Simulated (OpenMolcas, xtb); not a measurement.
**How methods differ on CHP (methylidynephosphane)**

CHP has 3 atoms, charge 0, and is taken as a singlet. As SMILES, `C#P`. The shape is that of a GFN2-xTB optimisation.

| atom | x (Å) | y (Å) | z (Å) |
| --- | --- | --- | --- |
| C | -0.1371 | 0.0598 | -0.0664 |
| P | 1.1492 | -0.5127 | 0.5742 |
| H | -1.0121 | 0.4528 | -0.5078 |

Quantity: the dipole moment, in D. The values are calculated.

```tsv
level	kind	program	value (D)
GFN2-xTB	semi-empirical	xtb	0.97
GFN0-xTB	semi-empirical	xtb	2.75
GFN1-xTB	semi-empirical	xtb	0.97
HF/STO-3G	Hartree–Fock	OpenMolcas	0.10
UHF/STO-3G	Hartree–Fock	OpenMolcas	?
HF/3-21G	Hartree–Fock	OpenMolcas	0.87
HF/6-31G	Hartree–Fock	OpenMolcas	0.94
HF/6-31G* (spherical functions)	Hartree–Fock	OpenMolcas	0.71
HF/6-31G** (spherical functions)	Hartree–Fock	OpenMolcas	0.71
HF/6-311G**	Hartree–Fock	OpenMolcas	0.43
```

**Question.** Estimate what the levels marked ? give.

**Answer.** As computed at these levels: UHF/STO-3G: 0.21 D. The values span 0.10 to 2.75 D. Spin contamination of the reference (⟨S²⟩ at least 0.1 too high) touches UHF/STO-3G. Magnitudes only: a small dipole may point the other way at some levels. Sets without polarisation functions give poor dipoles. Without the sets that lack polarisation functions the rows with a basis span only 0.43 to 0.71 D.
